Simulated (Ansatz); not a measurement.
**Nickel, fcc: convergence with Methfessel-Paxton smearing**

Computed with Ansatz, PBE, scalar-relativistic PAW, on the relaxed cell (a = 3.519 Å; ferromagnetic, net 0.63 μB per atom). Errors count from a run at 420 eV on a Γ-centred 25×25×25 mesh with Fermi-Dirac smearing of 0.05 eV, extrapolated to zero width. Fixed here: cutoff 420 eV, mesh 15×15×15.

```
width (eV)  E(σ→0) error (meV/atom)  F error (meV/atom)  P (GPa)  sphere moment (μB)  SCF iterations
      0.01                     -1.5                -1.5    -0.04                0.71              12
      0.03                     -1.5                -1.5    -0.03                0.71              17
       0.1                     -1.5                -1.5    -0.07                0.70              13
       0.2                     -1.7                -2.0    -0.09                0.70              12
       0.3                     -2.0                -2.7    -0.07                0.70              12
       0.6                     -3.6                -3.4     0.10                0.73              15
       1.0                      0.5                -9.2    -0.87                0.50              14
```
